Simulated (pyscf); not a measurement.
Single points on ωB97X-D3(BJ)/def2-SVP structures (PySCF, gas phase). MP2 and CC: frozen core, UHF for open shells. ΔMP2 is the change of the MP2 total energy from the triple- to the quadruple-zeta basis.

Question: Estimate by transition-state theory (the high-pressure limit) the rate constant of H₂N–NH–SiH₃ → H₂N–SiH₂–NH₂ (singlet surface; N–N, H–Si broken, N–Si, H–N formed) at 600 K, with CCSD(T)/def2-TZVPP + ΔMP2(QZVPP) energies (ideal gas, 1 atm, RRHO with modes under 100 cm⁻¹ raised to 100, one conformer, R ln 2 for rigid chiral ones; no tunnelling).

Answer: The electronic barrier is 60.2 kcal/mol and the thermal terms add -2.1, so ΔG‡ = 58.1 kcal/mol. With k_BT/h = 1.25e+13 s⁻¹ and RT = 1.192 kcal/mol, k = 8.8e-09 s⁻¹, a half-life of 7.9e+07 s through this channel alone. Wigner's tunnelling factor for 1030i cm⁻¹ would be 1.25. A shift of 1 kcal/mol in the barrier changes k by a factor 2.3. One saddle was located; it need not be the lowest between these sides. A restricted solution here is unstable towards spin polarisation, so biradical character is likely and single-reference numbers are less safe. The CCSD(T) − MP2 part came from Ansatz, without density fitting, on the same reference. The largest closed-shell T1 diagnostic is 0.036, which may signal static correlation.
